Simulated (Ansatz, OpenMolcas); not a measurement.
# Worked example: vertical ionisation energy of SiO (SMILES O=[Si])

The species is SiO (2 atoms), meant as a singlet with charge 0. SMILES: `O=[Si]`. Geometry: relaxed at PBE0-D4/def2-TZVP.

```xyz
2

O    -0.6407    0.2315   -0.3240
Si    0.6407   -0.2315    0.3240
```

Both states at this one shape; open shells run unrestricted unless said. 1 Eh = 27.2114 eV.

```tsv
level	program	singlet SiO (Eh)	doublet SiO+ (Eh)
HF/STO-3G	OpenMolcas	-359.398458	-359.179769
BLYP/def2-TZVPPD	Ansatz	-364.774246	-364.362086
B3LYP/def2-QZVPPD	Ansatz	-364.802525	-364.380994
RPA@PBE/def2-TZVPPD, 6 core orbitals frozen	Ansatz	-364.339978	-363.915509
```

Work out the vertical ionisation energy at each level.


1. HF/STO-3G: -359.179769 − (-359.398458) = 0.218689 Eh = 5.95 eV.
2. BLYP/def2-TZVPPD: -364.362086 − (-364.774246) = 0.412160 Eh = 11.22 eV.
3. B3LYP/def2-QZVPPD: -364.380994 − (-364.802525) = 0.421531 Eh = 11.47 eV.
4. RPA@PBE/def2-TZVPPD: -363.915509 − (-364.339978) = 0.424469 Eh = 11.55 eV.

No measured value is set beside it here; the levels span 5.95 to 11.55 eV. Hartree–Fock favours the state with fewer electron pairs, since it lacks pair correlation. Minimal sets are far from the basis-set limit.
